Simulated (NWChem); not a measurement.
All runs are NWChem calculations. System: C$_{3}$H$_{6}$, charge 1, spin multiplicity 2, at the geometry of a parent with another charge or spin, in a state set for the comparison that need not be this species' ground state. Its SCF solution wasn't tested for a lower state. Level: UB3LYP/pcseg-2, VWN1-RPA local correlation.

Input file:

```
start mol
memory heap 200 mb stack 900 mb global 1100 mb
charge 1
geometry units angstroms nocenter noautoz
  C      0.251373     1.216148     0.000000
  C     -0.459434    -0.096628     0.000000
  C      0.125646    -1.295327     0.000000
  H     -0.024077     1.817183    -0.882952
  H     -0.024077     1.817183     0.882952
  H      1.344067     1.088526     0.000000
  H     -1.556478    -0.050605     0.000000
  H      1.215992    -1.399611     0.000000
  H     -0.460938    -2.217837     0.000000
  symmetry group Cs
end
basis spherical
  * library pcseg-2
end
dft
  xc b3lyp
  odft
  mult 2
  semidirect memsize 60000000 filesize 0
  iterations 100
end
task dft energy
```

NWChem printed:

```
             Northwest Computational Chemistry Package (NWChem) 7.3.0
             --------------------------------------------------------

                                NWChem Input Module
                                -------------------

 Scaling coordinates for geometry "geometry" by  1.889725989
 (inverse scale =  0.529177249)

 Turning off AUTOSYM since
 SYMMETRY directive was detected!

                             Geometry "geometry" -> ""
                             -------------------------

 Output coordinates in angstroms (scale by  1.889725989 to convert to a.u.)

  No.       Tag          Charge          X              Y              Z
 ---- ---------------- ---------- -------------- -------------- --------------
    1 C                    6.0000     0.25137300     1.21614800     0.00000000
    2 C                    6.0000    -0.45943400    -0.09662800     0.00000000
    3 C                    6.0000     0.12564600    -1.29532700     0.00000000
    4 H                    1.0000    -0.02407700     1.81718300    -0.88295200
    5 H                    1.0000    -0.02407700     1.81718300     0.88295200
    6 H                    1.0000     1.34406700     1.08852600     0.00000000
    7 H                    1.0000    -1.55647800    -0.05060500     0.00000000
    8 H                    1.0000     1.21599200    -1.39961100     0.00000000
    9 H                    1.0000    -0.46093800    -2.21783700     0.00000000

 Effective nuclear repulsion energy (a.u.)      70.5701132332

            Nuclear Dipole moment (a.u.)
            ----------------------------
        X                 Y               Z
 ---------------- ---------------- ----------------
    -0.0000018897    -0.0000056692     0.0000000000

      Symmetry information
      --------------------

 Group name             Cs
 Group number              2
 Group order               2
 No. of unique centers     8

      Symmetry unique atoms

     1    2    3    4    6    7    8    9


 Summary of "ao basis" -> "" (spherical)
 ------------------------------------------------------------------------------
       Tag                 Description            Shells   Functions and Types
 ---------------- ------------------------------  ------  ---------------------
 *                          pcseg-2                   on all atoms

                                 NWChem DFT Module
                                 -----------------

 Summary of "ao basis" -> "ao basis" (spherical)
 ------------------------------------------------------------------------------
       Tag                 Description            Shells   Functions and Types
 ---------------- ------------------------------  ------  ---------------------
 C                          pcseg-2                 10       30   4s3p2d1f
 H                          pcseg-2                  6       14   3s2p1d

 Summary of "ao basis" -> "ao basis" (spherical)
 ------------------------------------------------------------------------------
       Tag                 Description            Shells   Functions and Types
 ---------------- ------------------------------  ------  ---------------------
 C                          pcseg-2                 10       30   4s3p2d1f
 H                          pcseg-2                  6       14   3s2p1d

      Symmetry analysis of basis
      --------------------------

        a'        114
        a"         60

            General Information
            -------------------
          SCF calculation type: DFT
          Wavefunction type:  spin polarized.
          No. of atoms     :     9
          No. of electrons :    23
           Alpha electrons :    12
            Beta electrons :    11
          Charge           :     1
          Spin multiplicity:     2
          Use of symmetry is: on ; symmetry adaption is: on
          Maximum number of iterations: 100
          AO basis - number of functions:   174
                     number of shells:    66
          Convergence on energy requested:  1.00D-06
          Convergence on density requested:  1.00D-05
          Convergence on gradient requested:  5.00D-04

              XC Information
              --------------
                         B3LYP Method XC Potential
                     Hartree-Fock (Exact) Exchange  0.200
                        Slater Exchange Functional  0.800 local
                    Becke 1988 Exchange Functional  0.720 non-local
              Lee-Yang-Parr Correlation Functional  0.810
                  VWN I RPA Correlation Functional  0.190 local

             Grid Information
             ----------------
          Grid used for XC integration:  medium
          Radial quadrature: Mura-Knowles
          Angular quadrature: Lebedev.
          Tag              B.-S. Rad. Rad. Pts. Rad. Cut. Ang. Pts.
          ---              ---------- --------- --------- ---------
          C                   0.70       49          11.0       434
          H                   0.35       45          12.0       434
          Grid pruning is: on
          Number of quadrature shells:   372
          Spatial weights used:  Erf1

          Convergence Information
          -----------------------
          Convergence aids based upon iterative change in
          total energy or number of iterations.
          Levelshifting, if invoked, occurs when the
          HOMO/LUMO gap drops below (HL_TOL):  1.00D-02
          DIIS, if invoked, will attempt to extrapolate
          using up to (NFOCK): 10 stored Fock matrices.

                    Damping( 0%)  Levelshifting(0.5)       DIIS
[...]
   149     -0.493402  8 H  s                121     -0.314922  6 H  s

 Vector   15  Occ=0.000000D+00  E=-1.385392D-01  Symmetry=a'
              MO Center=  7.5D-01, -5.6D-01, -1.6D-16, r^2= 6.9D+00
   Bfn.  Coefficient  Atom+Function         Bfn.  Coefficient  Atom+Function
  ----- ------------  ---------------      ----- ------------  ---------------
   149      1.548971  8 H  s                135     -1.166999  7 H  s
   121      0.843630  6 H  s                 64     -0.748990  3 C  s
    34      0.694277  2 C  s                  4     -0.684129  1 C  s
    71     -0.562674  3 C  px               163     -0.274073  9 H  s
    41     -0.257421  2 C  px                11     -0.206836  1 C  px

                     DFT Final Beta Molecular Orbital Analysis
                     -----------------------------------------

 Vector    9  Occ=1.000000D+00  E=-6.400936D-01  Symmetry=a"
              MO Center=  5.9D-02,  1.2D+00, -1.3D-13, r^2= 1.5D+00
   Bfn.  Coefficient  Atom+Function         Bfn.  Coefficient  Atom+Function
  ----- ------------  ---------------      ----- ------------  ---------------
     7      0.326475  1 C  pz                10      0.228633  1 C  pz
    91     -0.185781  4 H  s                105      0.185781  5 H  s
    92     -0.170244  4 H  s                106      0.170244  5 H  s
    37      0.144636  2 C  pz                40      0.130730  2 C  pz
    13      0.089763  1 C  pz                67      0.058867  3 C  pz

 Vector   10  Occ=1.000000D+00  E=-6.196125D-01  Symmetry=a'
              MO Center=  8.7D-02,  1.5D-01,  4.3D-15, r^2= 3.0D+00
   Bfn.  Coefficient  Atom+Function         Bfn.  Coefficient  Atom+Function
  ----- ------------  ---------------      ----- ------------  ---------------
     6      0.271956  1 C  py                 9      0.192699  1 C  py
    36     -0.167794  2 C  py                66      0.165405  3 C  py
   161     -0.156197  9 H  s                162     -0.154785  9 H  s
    65      0.144668  3 C  px                91      0.116396  4 H  s
   105      0.116396  5 H  s                 39     -0.115574  2 C  py

 Vector   11  Occ=1.000000D+00  E=-6.017493D-01  Symmetry=a'
              MO Center=  1.7D-01,  5.5D-01, -2.1D-15, r^2= 2.5D+00
   Bfn.  Coefficient  Atom+Function         Bfn.  Coefficient  Atom+Function
  ----- ------------  ---------------      ----- ------------  ---------------
     5      0.286184  1 C  px               120      0.218634  6 H  s
   119      0.213447  6 H  s                 35     -0.211421  2 C  px
     8      0.188877  1 C  px               134      0.178628  7 H  s
   133      0.166495  7 H  s                 38     -0.135773  2 C  px
    65      0.116915  3 C  px               148      0.095969  8 H  s

 Vector   12  Occ=0.000000D+00  E=-4.541935D-01  Symmetry=a"
              MO Center= -1.1D-01, -4.6D-01,  8.3D-16, r^2= 2.1D+00
   Bfn.  Coefficient  Atom+Function         Bfn.  Coefficient  Atom+Function
  ----- ------------  ---------------      ----- ------------  ---------------
    67      0.300945  3 C  pz                37      0.282014  2 C  pz
    70      0.278678  3 C  pz                40      0.260237  2 C  pz
    73      0.120043  3 C  pz                92      0.119585  4 H  s
   106     -0.119585  5 H  s                  7     -0.117575  1 C  pz
    43      0.117821  2 C  pz                91      0.095069  4 H  s

 Vector   13  Occ=0.000000D+00  E=-2.368183D-01  Symmetry=a"
              MO Center= -1.2D-01, -6.4D-01,  4.9D-16, r^2= 2.6D+00
   Bfn.  Coefficient  Atom+Function         Bfn.  Coefficient  Atom+Function
  ----- ------------  ---------------      ----- ------------  ---------------
    43      0.560201  2 C  pz                73     -0.539353  3 C  pz
    40      0.370787  2 C  pz                70     -0.339873  3 C  pz
    37      0.335013  2 C  pz                67     -0.313104  3 C  pz
    13     -0.120873  1 C  pz                93      0.096585  4 H  s
   107     -0.096585  5 H  s                 92      0.094793  4 H  s

 Vector   14  Occ=0.000000D+00  E=-1.600273D-01  Symmetry=a'
              MO Center= -7.5D-01, -1.8D-01, -2.7D-14, r^2= 7.6D+00
   Bfn.  Coefficient  Atom+Function         Bfn.  Coefficient  Atom+Function
  ----- ------------  ---------------      ----- ------------  ---------------
     4      1.160082  1 C  s                135     -1.151991  7 H  s
    64      0.844507  3 C  s                163     -0.781181  9 H  s
    34      0.709568  2 C  s                 41     -0.606689  2 C  px
    93     -0.570277  4 H  s                107     -0.570277  5 H  s
   149     -0.480654  8 H  s                121     -0.326402  6 H  s

   alpha - beta orbital overlaps
   -----------------------------

   alpha      1      2      3      4      5      6      7      8      9     10
    beta      1      2      3      4      5      6      7      8      9     10
 overlap   1.000  1.000  1.000  0.996  0.996  0.999  0.999  0.999  0.976  0.999

   alpha     11     12     13     14     15     16     17     18     19     20
    beta     11     12     13     14     15     16     17     18     19     20
 overlap   0.999  0.973  0.995  1.000  0.997  0.997  0.999  1.000  0.999  0.997

   alpha     21     22     23     24     25     26     27     28     29     30
    beta     21     22     23     24     25     26     28     27     29     30
 overlap   0.986  0.999  0.977  0.989  0.966  0.969  0.996  0.995  0.972  0.979

   alpha     31     32     33     34     35     36     37     38     39     40
    beta     31     32     33     34     35     36     37     38     39     40
 overlap   0.997  0.997  0.999  0.996  0.998  0.999  0.998  0.999  1.000  0.999

   alpha     41     42     43     44     45     46     47     48     49     50
    beta     41     42     43     44     45     46     47     48     49     50
 overlap   0.993  0.993  1.000  1.000  0.998  0.997  0.787  0.782  0.996  0.986

   alpha     51     52     53     54     55     56     57     58     59     60
    beta     51     52     53     54     56     55     57     58     59     60
 overlap   0.995  0.988  0.988  0.974  0.985  0.953  0.961  0.983  0.998  0.997

   alpha     61     62     63     64     65     66     67     68     69     70
    beta     61     62     63     64     65     66     67     68     69     70
 overlap   0.985  1.000  0.987  0.999  0.989  0.999  0.997  0.998  0.997  0.998

   alpha     71     72     73     74     75     76     77     78     79     80
    beta     71     72     74     73     75     76     77     78     79     80
 overlap   0.968  0.999  0.967  0.999  0.995  0.980  0.981  1.000  1.000  0.996

   alpha     81     82     83     84     85     86     87     88     89     90
    beta     81     82     83     84     85     87     86     88     89     90
 overlap   0.996  1.000  0.997  0.998  1.000  1.000  1.000  1.000  1.000  0.998

   alpha     91     92     93     94     95     96     97     98     99    100
    beta     91     92     93     94     95     96     98     97     99    100
 overlap   0.998  1.000  0.998  0.999  0.994  0.933  0.935  0.997  0.999  0.998

   alpha    101    102    103    104    105    106    107    108    109    110
    beta    101    102    103    104    105    106    107    108    109    110
 overlap   0.997  1.000  0.963  0.960  0.999  0.996  0.999  0.997  1.000  0.997

   alpha    111    112    113    114    115    116    117    118    119    120
    beta    112    111    113    114    115    116    117    118    119    120
 overlap   0.975  0.999  0.973  0.997  0.997  0.998  0.985  0.988  0.997  0.933

   alpha    121    122    123    124    125    126    127    128    129    130
    beta    122    121    123    124    125    126    127    128    129    130
 overlap   0.997  0.918  0.966  0.998  0.989  0.995  0.997  0.994  0.994  0.998

   alpha    131    132    133    134    135    136    137    138    139    140
    beta    131    132    133    135    134    136    137    138    139    140
 overlap   0.997  0.998  1.000  0.998  1.000  0.979  0.999  0.978  0.999  0.999

   alpha    141    142    143    144    145    146    147    148    149    150
    beta    141    142    143    144    146    145    147    148    149    150
 overlap   1.000  0.999  0.996  1.000  0.997  1.000  1.000  0.999  1.000  1.000

   alpha    151    152    153    154    155    156    157    158    159    160
    beta    151    152    153    154    156    155    157    158    160    159
 overlap   1.000  0.999  0.999  1.000  1.000  1.000  1.000  1.000  1.000  1.000

   alpha    161    162    163    164    165    166    167    168    169    170
    beta    161    162    163    164    165    166    167    168    169    170
 overlap   1.000  0.999  1.000  1.000  1.000  0.999  0.999  1.000  1.000  1.000

   alpha    171    172    173    174
    beta    171    172    173    174
 overlap   1.000  1.000  1.000  1.000

     --------------------------
     Expectation value of S2:
     --------------------------
      <S2> =      0.7522 (Exact =     0.7500)

 center of mass
 --------------
 x =  -0.02205012 y =  -0.04703718 z =   0.00000000

 moments of inertia (a.u.)
 ------------------
         193.995627914322         -10.772872035104           0.000000000000
         -10.772872035104          39.331980633679           0.000000000000
           0.000000000000           0.000000000000         222.104401386166

     Multipole analysis of the density
     ---------------------------------

     L   x y z        total         alpha         beta         nuclear
     -   - - -        -----         -----         ----         -------
     0   0 0 0      1.000000    -12.000000    -11.000000     24.000000

     1   1 0 0     -0.132893      0.013995     -0.146887     -0.000002
     1   0 1 0     -0.406497      0.297337     -0.703829     -0.000006
     1   0 0 1      0.000000      0.000000      0.000000      0.000000

     2   2 0 0    -10.628033    -19.339772    -18.648788     27.360527
     2   1 1 0      0.054669     -3.384493     -3.341476      6.780638
     2   1 0 1     -0.000000     -0.000000      0.000000      0.000000
     2   0 2 0     -5.720999    -65.373603    -60.573774    120.226378
     2   0 1 1      0.000000      0.000000     -0.000000      0.000000
     2   0 0 2    -12.651156    -10.199034     -8.020156      5.568034

 Task  times  cpu:       11.1s     wall:       11.1s

 Total times  cpu:       11.1s     wall:       11.1s
```
